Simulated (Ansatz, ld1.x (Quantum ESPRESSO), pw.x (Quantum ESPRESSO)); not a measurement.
# From atom to crystal: TM potential for hafnium

- Element: hafnium (Hf)
- Generator: ld1.x (Quantum ESPRESSO) 7.5
- Type: norm-conserving Troullier–Martins (Kleinman–Bylander form)
- Functional: LDA (PW92)
- Relativity: scalar-relativistic
- Frozen core: [Xe] 4f14
- Valence charge: 4
- Reference configuration: 5d3 6s1 6p0
- Partial waves: 6p (bound, empty): rc 3.95 bohr; 5d (bound): rc 2.65 bohr; 6s (bound): rc 3.15 bohr
- Local potential: the s channel
- Core correction: Bessel-smoothed model core inside 1.90 bohr

Crystal test: diamond Hf in pw.x 7.5, no spin, 8³ k-points, Fermi–Dirac smearing 0.01 Ry, cutoffs 50/200 Ry. The reference is all-electron LAPW (Ansatz 0.2.0) with the same functional, mesh and smearing; V0 and B0 come from Birch–Murnaghan fits to the pressures at five volumes. Errors are pseudo minus all-electron; Δ is the rms difference of the E(V) curves that follow from these fits, minima aligned, over ±6 % about the mean V0. Mesh and smearing are coarse, so the numbers serve the comparison and aren't converged zero-temperature values; the lattice is a test structure that the element need not adopt.

| V (Å³/atom) | P all-electron (GPa) | P pseudo (GPa) |
| --- | --- | --- |
| 28.827 | 1.72 | 1.16 |
| 29.585 | 0.80 | 0.35 |
| 30.344 | -0.01 | -0.39 |
| 31.103 | -0.75 | -1.08 |
| 31.861 | -1.42 | -1.72 |

All-electron: a0 = 6.237 Å (V0 = 30.33 Å³/atom), B0 = 31.2 GPa.

Pseudopotential: mean pressure error (GPa): -0.41; a0 (Å): 6.210; a0 error (%): -0.43; B0 error (%): -5.6; Δ (meV/atom): 2.7. The largest radius (3.95 bohr) exceeds half the bond length (2.55 bohr), so the spheres overlap, which is one possible source of error among others.

Problem. At the middle volume, how do free energy and pressure move when the wave cutoff is lowered (ecutrho kept at four times it)?

Solution.

| cutoff (Ry) | shift of F (meV/atom) | shift of P (GPa) |
| --- | --- | --- |
| 22 | +42.8 | -1.67 |
| 30 | +1.6 | +0.00 |
| 40 | +0.5 | -0.01 |

The run at the middle volume (29 k-points, 10 iterations) took about 14 s on one core of a shared host (Neoverse-V1, 32 threads, 247 GiB, load 46).
